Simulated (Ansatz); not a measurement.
# One shape, several levels: CF2 (SMILES F[C]F)

Aim: a comparison of 6 runs (UHF/STO-3G, B3LYP/STO-3G, BHLYP/STO-3G, r2SCAN/STO-3G, wB97X/STO-3G, UCCSD(T)/STO-3G) of CF2. 

The calculation is run with Ansatz 0.2.0.

40 further runs of the same task are left out: 4 that didn't finish, 36 set aside as unsound or not needed.

## Step 1: The system as given

CF2 has 3 atoms, charge 0, and is taken as a singlet. As SMILES, `F[C]F`. The C2–F1 distance was set to 1.979 Å, away from the relaxed value. At this shape a bond of the SMILES string is far longer than usual.

Bond lengths: C2–F3 1.320 Å. A long bond or contact: F1–C2 1.979 Å.

## Step 2: The energy at UHF/STO-3G (run 1)

Contents of molecule.yaml:

```yaml
crystal:
  periodic: [false, false, false]
  atoms:
    - {symbol: F, position_ang: [0.431999, 1.685262, 0.424286]}
    - {symbol: C, position_ang: [0.326820, -0.272180, 0.149730]}
    - {symbol: F, position_ang: [-0.723760, -0.760620, -0.482500]}
basis:
  gaussian: {orbitals: STO-3G}
magnetization: {spin_polarized: true}
hamiltonian: {xc: hf}
accuracy: high
```

Run with:

```
ansatz run molecule.yaml --threads 1 --pin off --max-ram 2610MiB --events-out events.jsonl --progress --plain --runs-dir runs
```

What it wrote:

```text
Warning: RAYON_NUM_THREADS=1 ignored (pool sized by the plan → 1); use --threads N
Functional definition: HF
  name "HF"
  exchange = exact_x
  correlation = 0
244 factors; integrals over basis functions are off by at most 3.7e-8 eV
mean field evaluation 1: about -6338.6169 eV, gradient 1.8e1 eV
mean field evaluation 2: about -6338.7022 eV, gradient 1.8e1 eV
mean field evaluation 4: about -6344.9255 eV, gradient 6.0e0 eV
mean field evaluation 8: about -6345.8398 eV, gradient 2.6e-1 eV
mean field evaluation 16: about -6345.8216 eV, gradient 2.0e-8 eV
mean field evaluation 32: about -6348.1916 eV, gradient 2.5e-1 eV
mean field evaluation 64: about -6348.1898 eV, gradient 4.1e-1 eV
mean field evaluation 96: about -6348.1250 eV, gradient 2.8e-1 eV
mean field evaluation 128: about -6348.0987 eV, gradient 1.5e-1 eV
mean field evaluation 160: about -6347.4339 eV, gradient 1.3e0 eV
mean field evaluation 192: about -6347.3003 eV, gradient 1.2e0 eV
mean field evaluation 224: about -6346.9093 eV, gradient 2.6e-1 eV
mean field evaluation 256: about -6346.6209 eV, gradient 9.4e0 eV
mean field evaluation 288: about -6348.0004 eV, gradient 6.1e-1 eV
mean field evaluation 320: about -6347.9094 eV, gradient 2.8e-1 eV
mean field evaluation 352: about -6346.8735 eV, gradient 2.7e0 eV
mean field evaluation 384: about -6348.0525 eV, gradient 4.0e-1 eV
mean field evaluation 416: about -6343.6474 eV, gradient 1.9e1 eV
mean field evaluation 448: about -6345.8216 eV, gradient 7.2e-3 eV
mean field -6348.19487389 eV, -233.2918586546 hartree, gradient 3.7e-8 eV, S^2 0.893889; 13 other end points of the search recorded, 0 dependent functions left out
reference -6348.19487389 eV, -233.2918586546 hartree; 12, 12 occupied and 3, 3 virtual orbitals, 244 factors
Total energy: -6348.19487389 eV, -233.2918586546 hartree
```

Wall time 0.44 s (1 thread of Arm Neoverse V1, shared host).

## Step 3: A single-point energy at B3LYP/STO-3G (run 2)

Contents of run.yaml:

```yaml
crystal:
  periodic: [false, false, false]
  atoms:
    - {symbol: F, position_ang: [0.431999, 1.685262, 0.424286]}
    - {symbol: C, position_ang: [0.326820, -0.272180, 0.149730]}
    - {symbol: F, position_ang: [-0.723760, -0.760620, -0.482500]}
basis:
  gaussian: {orbitals: STO-3G}
hamiltonian: {xc: {name: B3LYP}}
accuracy: high
```

Run with:

```
ansatz run run.yaml --threads 1 --pin off --max-ram 2610MiB --events-out events.jsonl --progress --plain --runs-dir runs
```

What it wrote:

```text
Warning: RAYON_NUM_THREADS=1 ignored (pool sized by the plan → 1); use --threads N
Functional definition: B3LYP
  name "B3LYP"
  parameter a0 = 0.2
  parameter ax = 0.72
  parameter ac = 0.81
  exchange = (1 - a0 - ax)*slater_x + ax*b88_x + a0*exact_x
  correlation = (1 - ac)*vwn_rpa_c + ac*lyp_c
244 factors; integrals over basis functions are off by at most 3.7e-8 eV
mean field evaluation 1: about -6366.5010 eV, gradient 2.8e1 eV
mean field evaluation 2: about -6042.5315 eV, gradient 1.7e2 eV
mean field evaluation 4: about -6371.9458 eV, gradient 1.5e1 eV
mean field evaluation 8: about -6372.6353 eV, gradient 1.3e-1 eV
mean field evaluation 16: about -6372.6111 eV, gradient 1.4e-3 eV
mean field -6372.61112354 eV, -234.1891392792 hartree, gradient 3.9e-8 eV, S^2 0.000000; 0 other end points of the search recorded, 0 dependent functions left out
reference -6372.61113845 eV, -234.1891398271 hartree; 12, 12 occupied and 3, 3 virtual orbitals, 244 factors
Total energy: -6372.61113845 eV, -234.1891398271 hartree
```

Wall time 0.66 s (1 thread of Arm Neoverse V1, shared host).

Runs 3 to 4 aren't shown in full; the table further down has their settings and results.

## Step 4: A single-point energy at wB97X/STO-3G (run 5)

Contents of job.yaml:

```yaml
crystal:
  periodic: [false, false, false]
  atoms:
    - symbol: F
      position_ang: [0.431999, 1.685262, 0.424286]
    - symbol: C
      position_ang: [0.326820, -0.272180, 0.149730]
    - symbol: F
      position_ang: [-0.723760, -0.760620, -0.482500]
basis:
  gaussian: {orbitals: STO-3G}
hamiltonian: {xc: {name: wB97X}}
accuracy: high
```

Run with:

```
ansatz run job.yaml --threads 1 --pin off --max-ram 2610MiB --events-out events.jsonl --progress --plain --runs-dir runs
```

What it wrote (excerpt; [...] marks lines left out):

```text
Warning: RAYON_NUM_THREADS=1 ignored (pool sized by the plan → 1); use --threads N
Functional definition: wB97X
  name "wB97X"
[...]
      + exact_x_lr(omega)
[...]
      + integral(e_c_pw_opposite_spin*poly(b97_u_opposite, 1, cos1, cos2, cos3, cos4))
244 factors; integrals over basis functions are off by at most 3.7e-8 eV
116 factors; integrals over basis functions are off by at most 1.3e-9 eV
[...]
mean field -6371.91676185 eV, -234.1636219578 hartree, gradient 1.9e-8 eV, S^2 0.000000; 0 other end points of the search recorded, 0 dependent functions left out
reference -6371.91676116 eV, -234.1636219322 hartree; 12, 12 occupied and 3, 3 virtual orbitals, 244 factors
Total energy: -6371.91676116 eV, -234.1636219322 hartree
```

It took 2.6 s on 1 thread of Arm Neoverse V1, shared host; peak memory 0.18 GiB.

## Step 5: The energy at UCCSD(T)/STO-3G (run 6)

Contents of job.yaml:

```yaml
crystal:
  periodic: [false, false, false]
  atoms:
    - {symbol: F, position_ang: [0.431999, 1.685262, 0.424286]}
    - {symbol: C, position_ang: [0.326820, -0.272180, 0.149730]}
    - {symbol: F, position_ang: [-0.723760, -0.760620, -0.482500]}
basis:
  gaussian:
    orbitals: STO-3G
scf:
  omitted_lower_state_checks: [cluster_reference, increment]
accuracy: high
magnetization:
  spin_polarized: true
  initial_magnetization: 0
correlation:
  method: ccsd_t
  frozen_orbitals: {C: 1, F: 1}
```

Run with:

```
ansatz run job.yaml --threads 1 --pin off --max-ram 2610MiB --events-out events.jsonl --progress --plain --runs-dir runs
```

What it wrote:

```text
Warning: RAYON_NUM_THREADS=1 ignored (pool sized by the plan → 1); use --threads N
[... 23 lines left out ...]
3 core orbitals not correlated: weight in the atoms' cores, before any rotation towards them, 1.000 or more for the frozen orbitals, at most 0.000 for the correlated occupied ones
[... 70 lines left out ...]
Total energy: -6351.31695843 eV, -233.4065931451 hartree
Checks for a lower state left out: cluster_reference, increment
```

Run time: 0.95 s. Hardware: 1 thread of Arm Neoverse V1, shared host.

## Step 6: Overview of the runs

```csv
run,level,frozen core orbitals,energy (Eh),wall time
1,UHF/STO-3G,–,-233.291859,0.44 s
2,B3LYP/STO-3G,–,-234.189140,0.66 s
3,BHLYP/STO-3G,–,-234.102553,0.68 s
4,r2SCAN/STO-3G,–,-234.152259,2.8 s
5,wB97X/STO-3G,–,-234.163622,2.6 s
6,UCCSD(T)/STO-3G,3,-233.406593,0.95 s
```

## Step 7: Results

```
                                          quantity          value
                               run 6: total energy  -233.40659 Eh
run 6: correlation energy (3 core orbitals frozen)     -114.7 mEh
                             run 6: (T) correction     -10.52 mEh
          run 6: ⟨S²⟩ of the reference determinant          0.894
                              run 6: T1 diagnostic          0.086
```

Totals of different functionals can't be ranked against each other. In runs 1, 2, 3, 4, 5, 6 the basis is minimal, so the values are rough. Spin contamination of the reference: run 1 ⟨S²⟩ = 0.89, run 6 ⟨S²⟩ = 0.89. Where it is this large, the reference is a mixture of spin states, and values that rest on it are in doubt. All runs together took 8.2 s, the longest 2.8 s.
